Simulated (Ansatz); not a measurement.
Two shapes of singlet CH₄S.

Shape 1:

```xyz
6

C     0.0000   -0.0273   -1.1485
S     0.0000   -0.0596    0.6634
H     0.0000   -1.0768   -1.4741
H    -0.8999    0.4586   -1.5509
H     0.8999    0.4586   -1.5509
H     0.0000    1.2772    0.8519
```

Shape 2:

```xyz
6

C     0.0000   -0.0252   -1.0566
S     0.0000   -0.0548    0.6104
H     0.0000   -0.9906   -1.3562
H    -0.8279    0.4219   -1.4268
H     0.8279    0.4219   -1.4268
H     0.0000    1.1751    0.7837
```

Basis set: 6-31G* (spherical functions). Correlated methods keep 6 orbitals frozen. Charge 0, multiplicity 1.

Computed with Ansatz (development build ahead of 0.2.0); each method stands on the lowest determinant of its kind that the runs found.

Which shape is lower in energy, and by how much in each method?

```json
{"method": "RHF", "E(2) − E(1) (eV)": "0.768"}
{"method": "RHF-MP2", "E(2) − E(1) (eV)": "0.877"}
```

Shape 1 is lower. Caution: no unrestricted run beside it, a lower state can exist.
